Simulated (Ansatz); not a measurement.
hcp Ti

These are r²SCAN in Ansatz (PAW) values and carry that method's errors.

Numerical settings: plane-wave cutoff 500 eV, 20×20×1 k mesh (along the axes of the cell as run), Fermi–Dirac smearing 0.1 eV, scalar-relativistic PAW data made under PBE.

Cell: relaxed at this level.

```
Quantity                                Value
----------------------------------  ---------
surface energy of the (10-11) face  2.11 J/m²
work function of the (10-11) face     4.03 eV
```

The slab of 12 atoms is relaxed and unreconstructed.

Ansatz is a quantum-chemistry and plane-wave program.
